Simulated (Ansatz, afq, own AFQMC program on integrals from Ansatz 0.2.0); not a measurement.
## Where AFQMC and coupled cluster stand for Ir, quartet

A free Ir atom.

Basis def2-TZVPP with its core potentials. Only valence electrons are correlated. AFQMC by an in-house program on the Cholesky factors that Ansatz 0.2.0 writes for its CCSD(T) run. ph-AFQMC/CISD is guided by a CISD state made of CCSD amplitudes; releasing the constraint for a short imaginary time cuts its bias at the price of noise, slowly where states lie close. Free AFQMC starts from the CCSD state and is never constrained. Its projection time is finite, and what remains of the start isn't in its error. ± is one standard error of the sampling. No spin–orbit coupling. The metal's outer-core s and p shells are frozen, which shifts wave-function levels against functionals.

Determinant: UHF, the one that the program's search chose, which needn't be the lowest solution.

No full CI on the walks' own integrals is used here; CCSDT(Q) serves as the reference and is uncertain by about the last step of the cluster series.

Cautions: no spin-orbit coupling; outer-core shells of the metal frozen; the ph-AFQMC/CISD walk drifts between its halves (2.5 errors).

The T1 diagnostic is 0.0172, the weight of the determinant in the CISD state is 0.910 and the ⟨S²⟩ of the determinant is 3.768. The size of the correlated space is 9 electrons in 52 orbitals.

Reference: CCSDT(Q), correlation energy -6.430 eV. The released energy is read at 1.50 1/Eh (meV from the phaseless value at times in 1/Eh: -6 ± 3 at 0.24, -5.8 ± 2.5 at 0.50, -6.6 ± 2.4 at 1.00, -9.6 ± 1.9 at 1.50).

```json
{"level": "HF", "E − E(reference) (kJ/mol)": "620.4", "share of correlation (%)": "0.00"}
{"level": "MP2", "E − E(reference) (kJ/mol)": "21.5", "share of correlation (%)": "96.53"}
{"level": "CCSD", "E − E(reference) (kJ/mol)": "24.4", "share of correlation (%)": "96.07"}
{"level": "CCSD(T)", "E − E(reference) (kJ/mol)": "0.8", "share of correlation (%)": "99.87"}
{"level": "CCSDT", "E − E(reference) (kJ/mol)": "0.9", "share of correlation (%)": "99.86"}
{"level": "ph-AFQMC/HF", "E − E(reference) (kJ/mol)": "6.7 ± 2.1", "share of correlation (%)": "98.92"}
{"level": "ph-AFQMC/CISD", "E − E(reference) (kJ/mol)": "1.6 ± 0.3", "share of correlation (%)": "99.74"}
{"level": "released AFQMC", "E − E(reference) (kJ/mol)": "0.7 ± 0.2", "share of correlation (%)": "99.89"}
{"level": "free AFQMC", "E − E(reference) (kJ/mol)": "0.3 ± 0.5", "share of correlation (%)": "99.95"}
```

Free projections are given only where their last times agree within the noise and don't stop above the reference; a slow remainder of the start can still hide under it. A walk keeps the symmetry of its determinant, which the program's search chose and which needn't be the lowest solution, so a lower state of the same spin and another symmetry isn't excluded. Released energies are given only where the last usable release times agree within the noise; a slower fall can still hide under it.
